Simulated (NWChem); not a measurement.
## Predicting a hybrid from its neighbours: SiH2Cl2 (dichlorosilane (DCS))

SiH2Cl2: 5 atoms, total charge 0, spin state singlet. As SMILES, `Cl[SiH2]Cl`. The shape is that of a PBE0-D4/def2-TZVP optimisation.

The electronic atomisation energy y, in eV, basis 6-311+G(d,p); a is the functional's share of exact exchange. Programs: NWChem 7.3.0.

```
functional  program     a  y (eV)
      TPSS   NWChem     0   15.05
    r2SCAN   NWChem     0   15.02
     B3LYP   NWChem   0.2       ?
      PBE0   NWChem  0.25   14.70
     BHLYP   NWChem   0.5   14.35
```

Fit y = c + s·a to the known rows and predict B3LYP.


1. Means of the 4 rows: a = 0.1875, y = 14.780.
2. Σ(Δa)² = 0.17188, Σ(Δa·Δy) = -0.235, so the slope is -0.235/0.17188 = -1.3672.
3. Intercept: 14.780 − (-1.3672) × 0.1875 = 15.036. The largest residual of the fit is 0.016.
4. B3LYP: 15.036 + (-1.3672) × 0.2 = 14.76 eV.

The run gave 14.49 eV, so the prediction is off by +0.27 eV, more than the scatter of the fit. The rows mix families of semi-local functionals, which the line can't see.
